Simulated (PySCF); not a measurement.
## Bond curve of Al₂

Set-up: PySCF, no relativity, basis sets Al def2-TZVPPD. Energies in eV from Al + Al in their ground configurations at the same level. State: ³Πu (triplet), unpaired electrons σ ↑, π ↑.

```
R (Å)  LC-ωPBE
2.352   -0.991
2.462   -1.205
2.571   -1.313
2.653   -1.342
2.735   -1.338
2.817   -1.309
2.926   -1.240
3.063   -1.120
3.227   -0.946
3.446   -0.691
```

**Question.** Put a parabola through the three lowest points of the LC-ωPBE curve and estimate Re, k and ωe (reduced mass 13.49 u; 1 eV/Å² = 0.16022 mdyn/Å; ωe = 1302.8·√(k/μ) cm⁻¹).

**Answer.** Through R = 2.571, 2.653, 2.735 Å the second-order coefficient is 2.45 eV/Å², so Re ≈ 2.684 Å, k ≈ 0.786 mdyn/Å and ωe ≈ 315 cm⁻¹. A polynomial fit of higher order to the unrounded LC-ωPBE energies gives Re = 2.682 Å, k = 0.719 mdyn/Å, ωe = 301 cm⁻¹; anharmonicity and rounding make the difference.

The higher-order fit for each curve: LC-ωPBE: Re = 2.682 Å, ωe = 301 cm⁻¹, De = 1.34 eV.

The state is the lowest determinant that a PBE0 search found; another state may lie lower at other levels.
